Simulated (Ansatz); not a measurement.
System: hydrogen fluoride, HF (charge 0, singlet). 
Structure (B3LYP-D3(BJ)/def2-TZVP (Ansatz, an electronic-structure program) minimum search):
```
F
H 1 0.9245
```
Charge 0, spin multiplicity 1.

Basis-set convergence of Hartree-Fock and CCSD(T) correlation energies (hartree) with Ansatz. Correlated levels leave the core frozen unless marked. No spin-orbit coupling. No relativistic terms.

```tsv
basis	functions	E(HF)	E(corr, CCSD(T))
aug-cc-pVDZ	32	-100.03310	-0.23054
aug-cc-pVTZ	69	-100.06068	-0.28888
aug-cc-pVQZ	126	-100.06814	-0.30919
```

Extrapolating the two largest sets (X = 3 and 4) as X^-3: E(corr) = (64·(-0.30919) - 27·(-0.28888))/37 = -0.3240 Eh, an estimate of the basis-set limit. The largest set recovers 95.4 % of it, the smallest 71.2 %.
